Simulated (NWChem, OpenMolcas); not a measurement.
**Worked example: vertical ionisation energy of NO2 (SMILES [O]N=O)**

NO2 has 3 atoms, charge 0, and is taken as a doublet. As SMILES, `[O]N=O`. Geometry: relaxed at GFN2-xTB.

```xyz
3

O     1.1018    0.0000    0.1292
N     0.0000    0.0000   -0.2953
O    -1.1018    0.0000    0.1292
```

Both states at this one shape; open shells run unrestricted unless said. 1 Eh = 27.2114 eV.

| level | program | doublet NO2 (Eh) | singlet [NO2]+ (Eh) |
| --- | --- | --- | --- |
| G-r2SCAN/MIDI! (ZORA-SO) | NWChem | -204.025022 | -203.634241 |
| UPBE0/STO-3G | OpenMolcas | -202.063256 | -201.735814 |

Q: Work out the vertical ionisation energy at each level.

A: 
1. G-r2SCAN/MIDI! (ZORA-SO): -203.634241 − (-204.025022) = 0.390781 Eh = 10.63 eV.
2. UPBE0/STO-3G: -201.735814 − (-202.063256) = 0.327442 Eh = 8.91 eV.

No measured value is set beside it here; the levels span 8.91 to 10.63 eV. Minimal sets are far from the basis-set limit.
